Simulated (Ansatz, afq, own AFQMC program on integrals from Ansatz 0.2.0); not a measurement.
# Where AFQMC and coupled cluster stand for GeNH, singlet

```xyz
3

Ge    0.0000    0.0000    1.4305
N     0.0000    0.0000   -0.2139
H     0.0000    0.0000   -1.2166
```

Connectivity, by distances: Ge–NH.

Basis cc-pVTZ. Only valence electrons are correlated. Integrals, coupled cluster, full CI and functionals: Ansatz 0.2.0; the random walks run on the same integrals in our own AFQMC program. ph-AFQMC/CISD is guided by a CISD state made of CCSD amplitudes; releasing the constraint for a short imaginary time cuts its bias at the price of noise, slowly where states lie close. Error bars are statistical, one sigma. No spin–orbit coupling.

Determinant: UHF, the one that the program's search chose, which needn't be the lowest solution. The geometry is a PBE0/def2-TZVP stationary point of this or a neighbouring charge and spin state.

No full CI on the walks' own integrals is used here. The released AFQMC energy serves as the reference, which it does only where one determinant dominates, the energy is flat over the last release times and near the phaseless one (40 meV or 2 meV an electron, half that with transition metals). On small molecules, where full CI could be run and the noise was under 10 meV, such values lay within 10 meV of it in 19 cases of 20, a flattering rate, since the rule was set on those same cases; what remains of the bias isn't in the error bar.

Cautions: no relativity below Rb; no spin-orbit coupling; inner d shell frozen; the determinant is a saddle point among determinants of its kind; raised T1 diagnostic (T1 0.025, weight of the determinant 0.86, largest double 0.08); the released value is read at 2.40 1/Eh (meV from the phaseless value at times in 1/Eh: -10 ± 9 at 0.24, -22 ± 6 at 0.51, -22 ± 5 at 0.99, -18 ± 5 at 1.62, -11 ± 7 at 2.40).

- T1 diagnostic: 0.0253
- weight of the determinant in the CISD state: 0.861
- ⟨S²⟩ of the determinant: 0.000
- size of the correlated space: 10 electrons in 72 orbitals

```json
{"level": "MP2", "correlation energy (eV)": "-8.4837"}
{"level": "CCSD", "correlation energy (eV)": "-8.5880"}
{"level": "CCSD(T)", "correlation energy (eV)": "-9.0911"}
```

(1) Estimate where AFQMC with the constraint released lies against CCSD(T) on the same integrals.

(1) 3.6 ± 0.7 kJ/mol below CCSD(T).

Reference: AFQMC with the constraint released, correlation energy -9.128 ± 0.007 eV.

```tsv
level	E − E(reference) (kJ/mol)	share of correlation (%)
CCSD(T)	3.6 ± 0.7	99.59
CCSDT	3.2 ± 0.7	99.63
CCSDT(Q)	-2.0 ± 0.7	100.23
ph-AFQMC/HF	-10.4 ± 5.5	101.18
ph-AFQMC/CISD	1.0 ± 1.2	99.88
```

CCSDT and higher add their correlation energy to the determinant of the CCSD(T) run, since their own runs factorise the integrals more tightly (a shift of under 2 meV). A walk keeps the symmetry of its determinant, which the program's search chose and which needn't be the lowest solution, so a lower state of the same spin and another symmetry isn't excluded. Released energies are given only where the last usable release times agree within the noise; a slower fall can still hide under it.
